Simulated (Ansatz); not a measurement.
# C3H6ClN, SMILES CC(N)=CCl: a ranking of conformers

Computed with Ansatz's Python interface.

Run as a notebook:

```python
from dataclasses import dataclass

import ansatz as az
from rdkit import Chem
from rdkit.Chem import AllChem
```

```python
@dataclass
class Options:
    basis: str = 'cc-pVDZ'
    functional: str = 'pbe'
```

```python
opts = Options()
```

```python
rd = Chem.AddHs(Chem.MolFromSmiles('CC(N)=CCl'))
ids = list(AllChem.EmbedMultipleConfs(rd, numConfs=20, randomSeed=166, pruneRmsThresh=0.4))
field = [energy for _, energy in AllChem.MMFFOptimizeMoleculeConfs(rd)]
distinct = {round(e, 2): i for i, e in zip(ids, field)}
chosen = sorted(distinct.items())[:5]
found = []
for force_field, index in chosen:
    c3h6cln = az.Crystal.molecule()
    for atom, xyz in zip(rd.GetAtoms(), rd.GetConformer(index).GetPositions()):
        c3h6cln = c3h6cln.atom(atom.GetSymbol(), xyz.round(5).tolist())
    calc = c3h6cln.calculation()
    calc = calc.basis(gaussian=opts.basis)
    calc = calc.functional(opts.functional)
    found.append(calc.run().report['free_energy_ev'])
print('conformer   MMFF (kcal/mol)   this level (kJ/mol)')
for (force_field, index), e in zip(chosen, found):
    print(f'{index:9d} {force_field - chosen[0][0]:17.2f} {96.485332 * (e - min(found)):17.3f}')
```

    conformer   MMFF (kcal/mol)   this level (kJ/mol)
            0              0.00             0.000
            1              2.53            15.928

The conformers keep their force-field geometries. Timing: 5.9 s on 1 thread of Arm Neoverse V2 (shared host), peak memory 0.27 GiB.
